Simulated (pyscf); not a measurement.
Cl–GaH–Cl → HCl + Cl–Ga [singlet], gas phase, singlet surface. Single points on ωB97X-D3(BJ)/def2-SVP structures (PySCF, gas phase). MP2 and CC: frozen core, UHF for open shells. ΔMP2 is the change of the MP2 total energy from the triple- to the quadruple-zeta basis. ΔG in kcal/mol from CCSD(T)/def2-TZVPP + ΔMP2(QZVPP) energies (ideal gas, 1 atm, RRHO with modes under 100 cm⁻¹ raised to 100, one conformer, R ln 2 for chiral ones without a mode under 150 cm⁻¹).

```json
[
 {"T (K)": "298", "ΔG": "+16.7"},
 {"T (K)": "600", "ΔG": "+7.5"},
 {"T (K)": "900", "ΔG": "?"},
 {"T (K)": "1200", "ΔG": "-10.0"}
]
```

### Question
Fit a line to the three values, predict ΔG at 900 K, and estimate where the reaction turns favourable at 1 atm of each gas.

### Answer
Least squares gives ΔG = +25.4 − 29.5 × T/1000 K, so ΔS is about +123 J/(mol K) and ΔH about +25.4 kcal/mol over this range (ΔH at 298 K: +25.7). At 900 K the line gives -1.2; the computed value is -1.3. ΔG = 0 falls near 860 K; 1 kcal/mol in the energy moves that by 34 K. This is thermodynamics alone and says nothing of the barrier. The CCSD(T) − MP2 part came from Ansatz, without density fitting, on the same reference. The frozen core leaves the outer d or s,p core shells of the metals and heavy elements correlated in the MP2 and CC values, and def2-TZVPP describes them poorly, which can shift differences by a few kcal/mol. Elements up to Kr have no core potential and no relativistic terms here.
